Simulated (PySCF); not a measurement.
Gas-phase reaction: SiHF3 + 2 SiH + 6 H → 3 SiH3F

Computed with PySCF (xtb for GFN2) and rigid-rotor harmonic-oscillator thermochemistry at 1 bar. Table values come from the NASA 1993 polynomials. After a fit of one offset per element over all species, the range-separated, M06-2X, PBE0/def2-QZVP and CCSD(T)/def2-TZVPP enthalpies, where run, lie to one side of the table for SiH3F (+16 kJ/mol): a fault of the table's entry, another state or a shared error of the levels is possible; this was not checked at source. † marks an energy on the PBE0/def2-TZVP geometry and frequencies; other levels use their own. CCSD(T) freezes the core. Open shells (unrestricted): SiH (multiplicity 2, electronic degeneracy 4), H (multiplicity 2); the rest are closed-shell singlets. GFN2 has no spin-polarisation term. Spin-orbit splitting is ignored; it lowers the true energy and changes the entropy of SiH. B3LYP is the form with VWN-RPA correlation. For this reaction the table lies outside the span of B3LYP, CCSD(T), M06-2X, MP2, PBE0, r2SCAN, ωB97M-V, ωB97X-V in their largest bases here; which side is off was not settled. CCSD(T) isn't extrapolated to the basis-set limit; its ΔH°(298 K) is -1830.3 kJ in def2-SVP and -1897.2 kJ in def2-TZVPP. The harmonic model lacks anharmonicity and excited electronic states, which grow with temperature; levels with a mode under 35 cm⁻¹ are left out. The table's entry may be an old estimate for SiHF3, SiH, SiH3F (not checked at source). Warning, large T1 diagnostic: SiH (CCSD(T)/def2-TZVPP†).

ΔH° and ΔS° at 298 K: table -1990 kJ, -646 J/K; B3LYP/def2-TZVP† -1917 kJ, -648 J/K; CCSD(T)/def2-TZVPP† -1897 kJ, -648 J/K; GFN2-xTB -2409 kJ, -646 J/K; PBE/def2-SVP -1847 kJ, -648 J/K; PBE/def2-TZVP† -1852 kJ, -648 J/K.

### Question
With the heat capacities included, give log10 K at 600, 1400, 1600, 1800, 2000 K for each.

### Answer
```tsv
T (K)	table	B3LYP/def2-TZVP†	CCSD(T)/def2-TZVPP†	GFN2-xTB	PBE/def2-SVP	PBE/def2-TZVP†
600	138.6	132.1	130.4	175.1	126.1	126.5
1400	37.8	35.0	34.3	53.8	32.5	32.6
1600	28.3	25.9	25.3	42.4	23.7	23.8
1800	20.9	18.8	18.2	33.5	16.8	16.9
2000	15.0	13.1	12.6	26.4	11.3	11.4
```
Ten kJ in ΔG° is worth 0.87 decades in K at 600 K and 0.26 at 2000 K. Holding ΔH° and ΔS° at their 298 K values would give 18.2 (table), 16.2 (B3LYP/def2-TZVP†), 15.7 (CCSD(T)/def2-TZVPP†) at 2000 K.
